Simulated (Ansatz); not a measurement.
Geometry optimisation, RHF/def2-TZVP (Ansatz 0.2.0).

input.yaml

```yaml
crystal:
  periodic: [false, false, false]
  atoms:
    - { symbol: C, position_ang: [-0.726, 0.4466, -0.4807] }
    - { symbol: C, position_ang: [0.0531, -0.6963, -0.0318] }
    - { symbol: "N", position_ang: [1.1389, -0.2603, 0.7891] }
    - { symbol: H, position_ang: [-1.5318, 0.1594, -1.1202] }
    - { symbol: H, position_ang: [-0.1721, 1.1832, -1.1023] }
    - { symbol: H, position_ang: [-1.1948, 1.0527, 0.3579] }
    - { symbol: H, position_ang: [0.4718, -1.234, -0.895] }
    - { symbol: H, position_ang: [-0.5312, -1.3717, 0.5303] }
    - { symbol: H, position_ang: [0.8208, 0.2721, 1.649] }
    - { symbol: H, position_ang: [1.7545, 0.3971, 0.3068] }
basis:
  gaussian: { orbitals: def2-TZVP }
hamiltonian:
  xc: hf
relax:
  f_tol: 0.015
  max_steps: 40
```

Launched with:

```bash
$ ansatz run input.yaml --threads 2 --pin off --max-ram 3072MiB --backend cpu --events-out ev --progress --plain --runs-dir out
```

Question: Where does it end, and by what steps?

Answer: It converged. After 4 steps the energy has fallen by 0.360 eV; C1 moved furthest, 0.09 Å.

| step | energy less start (eV) | largest force component (eV/Å) | accepted |
| --- | --- | --- | --- |
| 0 | 0.0000 | 3.155 | yes |
| 1 | -0.3286 | 1.394 | yes |
| 2 | -0.3588 | 0.144 | yes |
| 3 | -0.3601 | 0.025 | yes |
| 4 | -0.3603 | 0.006 | yes |

```xyz
10
Properties=species:S:1:pos:R:3
C -0.790 0.496 -0.524
C 0.079 -0.652 -0.018
N 1.192 -0.266 0.829
H -1.598 0.127 -1.148
H -0.205 1.196 -1.113
H -1.231 1.044 0.304
H 0.479 -1.202 -0.863
H -0.535 -1.352 0.539
H 0.875 0.209 1.649
H 1.816 0.350 0.349
```

Whether the end is a true minimum wasn't checked by a vibrational analysis.

Time of the run: 5.2 s on 2 threads of Arm Neoverse V1, on a shared host, peak memory 0.21 GiB.
